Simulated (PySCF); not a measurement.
## Deuteron quadrupole couplings in `O=C([O-])CCF`

C₃H₄FO₂ (charge -1).
Z-matrix (Å and degrees, PBE0-D3(BJ)/def2-SVP geometry), rows numbered from 1:
```
O 
C   1  1.2491
O   2  1.2403  1  130.05
C   2  1.5756  1  114.66  3   178.61
C   4  1.4997  2  111.57  1    28.30
F   5  1.3994  4  112.88  2  -171.22
H   4  1.1055  2  107.57  1   -90.86
H   4  1.1014  2  109.31  1   153.10
H   5  1.1005  4  108.52  2   -50.18
H   5  1.1050  4  111.19  2    68.27
```

Level: PBE0/pcSseg-1 (PySCF, non-relativistic); Q(2H) = 0.00286 b; rigid geometry, the same for H and D, with no vibrational averaging.

**Question.** Give the electric field gradient Vzz (the principal value of largest size), its asymmetry and the 2H coupling at each hydrogen.

**Answer.** 
```
atom  bonded to  bond length (Å)  Vzz (au)     η  χzz (kHz)
  H7         C4            1.105    0.2904  0.04        195
  H8         C4            1.101    0.2948  0.05        198
  H9         C5            1.101    0.2785  0.04        187
 H10         C5            1.105    0.2787  0.07        187
```

One conformer (not necessarily the lowest) at the PBE0-D3(BJ)/def2-SVP geometry, without solvent, vibrations or thermal averaging. The pcSseg-1 basis has no diffuse functions, a weakness for an anion. The basis is small and wasn't made for field gradients, so the couplings can be 20 % off.
